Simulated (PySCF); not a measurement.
**BHLYP/6-311+G(d,p) run of SO3 (sulfur trioxide)**

Aim: the energy change on altering one bond length of SO3 (sulfur trioxide) at BHLYP/6-311+G**, from 2 runs. 

Program for the calculation: PySCF 2.14.0.

6 further runs of the same task are left out: 3 that didn't finish, 3 set aside as unsound or not needed.

## 1. The system as given

The species is SO3 (4 atoms), meant as a singlet with charge 0. SMILES: `O=S(=O)=O`. The coordinates come from a GFN2-xTB relaxation.

Bond lengths: O1–S2 1.418 Å, S2–O3 1.418 Å, S2–O4 1.418 Å. Angles: O1–S2–O3 120.0°, O1–S2–O4 120.0°, O3–S2–O4 120.0°.

## 2. A single-point energy at BHLYP/6-311+G(d,p)

calc.py

```python
from pyscf import gto, dft

mol = gto.Mole()
mol.atom = '''
O     -2.116928    -1.292119     1.013271
S      0.000094    -0.000283    -0.000718
O      2.471063    -0.618904     0.832084
O     -0.354229     1.911307    -1.844656
'''
mol.max_memory = 1860
mol.unit = 'bohr'
mol.basis = '6-311+g**'
mol.spin = 0
mol.verbose = 4
mol.build()

ks = dft.RKS(mol)
ks.xc = 'bhandhlyp'
ks.conv_tol = 1e-10
ks.grids.level = 5
ks.kernel()
if not ks.converged:
    ks = ks.newton().run(ks.mo_coeff, ks.mo_occ)

e_tot = ks.e_tot
print('E = %.10f Eh' % e_tot)
```

The run is started by

```bash
$ OMP_NUM_THREADS=1 python calc.py
```

The program printed:

```text
PySCF version 2.14.0

[INPUT] num. atoms = 4
[INPUT] num. electrons = 40
[INPUT] charge = 0
[INPUT] spin (= nelec alpha-beta = 2S) = 0
[INPUT] symmetry False subgroup None
[INPUT] Mole.unit = bohr
[INPUT] Symbol           X                Y                Z      unit          X                Y                Z       unit  Magmom
[INPUT]  1 O     -1.120230054758  -0.683759928597   0.536199921686 AA   -2.116928000000  -1.292119000000   1.013271000000 Bohr   0.0
[INPUT]  2 S      0.000049742658  -0.000149757151  -0.000379949237 AA    0.000094000000  -0.000283000000  -0.000718000000 Bohr   0.0
[INPUT]  3 O      1.307630226348  -0.327509892547   0.440319890371 AA    2.471063000000  -0.618904000000   0.832084000000 Bohr   0.0
[INPUT]  4 O     -0.187449914247   1.011420107472  -0.976149917187 AA   -0.354229000000   1.911307000000  -1.844656000000 Bohr   0.0

nuclear repulsion = 184.674437557913
number of shells = 44
number of NR pGTOs = 154
number of NR cGTOs = 96
basis = 6-311+g**
ecp = {}

******** <class 'pyscf.dft.rks.RKS'> ********
method = RKS
initial guess = minao
damping factor = 0
level_shift factor = 0
DIIS = <class 'pyscf.scf.diis.CDIIS'>
diis_start_cycle = 1
diis_space = 8
diis_damp = 0
SCF conv_tol = 1e-10
SCF conv_tol_grad = None
SCF max_cycles = 50
direct_scf = True
direct_scf_tol = 1e-13
XC library pyscf.dft.libxc version 7.0.0
    S. Lehtola, C. Steigemann, M. J.T. Oliveira, and M. A.L. Marques.,  SoftwareX 7, 1–5 (2018)
XC functionals = bhandhlyp
    Defined through Gaussian implementation.
radial grids:
    Treutler-Ahlrichs [JCP 102, 346 (1995); DOI:10.1063/1.469408] (M4) radial grids

becke partition: Becke, JCP 88, 2547 (1988); DOI:10.1063/1.454033
pruning grids: <function nwchem_prune>
grids dens level: 5
symmetrized grids: False
atomic radii adjust function: <function treutler_atomic_radii_adjust>
small_rho_cutoff = 0
Set gradient conv threshold to 1e-05
Initial guess from minao.
tot grids = 171984
init E= -625.054249043725
  HOMO = -0.433383751069884  LUMO = -0.104355850330581  gap/eV = 8.95331
cycle= 1 E= -623.480695929687  delta_E= 1.57  |g|= 1.14  |ddm|= 2.49
  HOMO = -0.364206935291574  LUMO = -0.110110230825692  gap/eV = 6.91432
cycle= 2 E= -623.345065316406  delta_E= 0.136  |g|= 1.49  |ddm|= 2.44
  HOMO = -0.437985853675391  LUMO = -0.0707420319558599  gap/eV = 9.99321
cycle= 3 E= -623.710157112727  delta_E= -0.365  |g|= 0.0198  |ddm|= 1.36
  HOMO = -0.43425208635868  LUMO = -0.0621503978013869  gap/eV = 10.12540
cycle= 4 E= -623.710271619469  delta_E= -0.000115  |g|= 0.00841  |ddm|= 0.0287
  HOMO = -0.436308113391352  LUMO = -0.0635338294507609  gap/eV = 10.14370
cycle= 5 E= -623.71028526308  delta_E= -1.36e-05  |g|= 0.00179  |ddm|= 0.00907
  HOMO = -0.436126908857512  LUMO = -0.063164413377477  gap/eV = 10.14883
cycle= 6 E= -623.710286208659  delta_E= -9.46e-07  |g|= 0.000734  |ddm|= 0.00336
  HOMO = -0.436189487660461  LUMO = -0.0632079286496254  gap/eV = 10.14935
cycle= 7 E= -623.71028625418  delta_E= -4.55e-08  |g|= 0.000621  |ddm|= 0.00135
  HOMO = -0.436217206464615  LUMO = -0.0632304595472506  gap/eV = 10.14949
cycle= 8 E= -623.710286325309  delta_E= -7.11e-08  |g|= 4.67e-05  |ddm|= 0.000616
  HOMO = -0.436221706772147  LUMO = -0.0632312509897649  gap/eV = 10.14959
cycle= 9 E= -623.710286325771  delta_E= -4.63e-10  |g|= 1.35e-05  |ddm|= 8.88e-05
  HOMO = -0.436221659438007  LUMO = -0.0632295292777337  gap/eV = 10.14963
cycle= 10 E= -623.710286325807  delta_E= -3.57e-11  |g|= 8.37e-07  |ddm|= 1.72e-05
  HOMO = -0.436221733785514  LUMO = -0.0632295263343224  gap/eV = 10.14963
Extra cycle  E= -623.710286325802  delta_E= 5e-12  |g|= 6.94e-07  |ddm|= 1.41e-06
converged SCF energy = -623.710286325802
E = -623.7102863258 Eh
```

Wall time 12 s (1 thread of Arm Neoverse V2, shared host); peak memory 0.48 GiB.

## 3. The distorted shape

calc.py

```python
from pyscf import gto, dft

mol = gto.M(
    atom='O -2.464529 -1.504070 1.180078; S 0.000050 -0.000150 -0.000380; O 1.307630 -0.327510 0.440320; O -0.187450 1.011420 -0.976150',
    verbose=3,
    max_memory=1860,
    spin=0,
    basis='6-311+g**',
)

ks = dft.RKS(mol, xc='bhandhlyp')
ks.grids.level = 5
ks.conv_tol = 1e-10
ks.kernel()
if not ks.converged:
    ks = ks.newton().run(ks.mo_coeff, ks.mo_occ)

e_tot = ks.e_tot
print('E(%s) = %.9f' % ('BHLYP', e_tot))
```

The run is started by

```bash
$ OMP_NUM_THREADS=1 python calc.py
```

The program printed:

```text
converged SCF energy = -623.523222743612
E(BHLYP) = -623.523222744
```

It took 18 s on 1 thread of Arm Neoverse V2, shared host; peak memory 0.48 GiB.

## 4. Summary of results

At BHLYP/6-311+G**:

| quantity | value |
| --- | --- |
| first shape: total energy | -623.71029 Eh |
| first shape: dipole moment | 0.00 D |
| first shape: HOMO energy | -11.87 eV |
| first shape: LUMO energy | -1.72 eV |
| first shape: HOMO–LUMO gap | 10.15 eV |
| distorted shape: total energy | -623.52322 Eh |
| distorted shape: dipole moment | 1.38 D |
| distorted shape: HOMO energy | -11.49 eV |
| distorted shape: LUMO energy | -5.61 eV |
| distorted shape: HOMO–LUMO gap | 5.88 eV |
| energy change with the O1–S2 bond stretched from 1.418 to 3.119 Å | 5.090 eV |

With the O1–S2 bond stretched from 1.418 to 3.119 Å the energy rises by 5.09 eV (491 kJ/mol). The first shape isn't relaxed at this level, so the change isn't measured from a minimum. A restricted reference can't describe the breaking bond well at this length. Mulliken charges (distorted shape) run from -0.29 on O3 to +0.59 on S2; in a basis this large or diffuse they mean little.
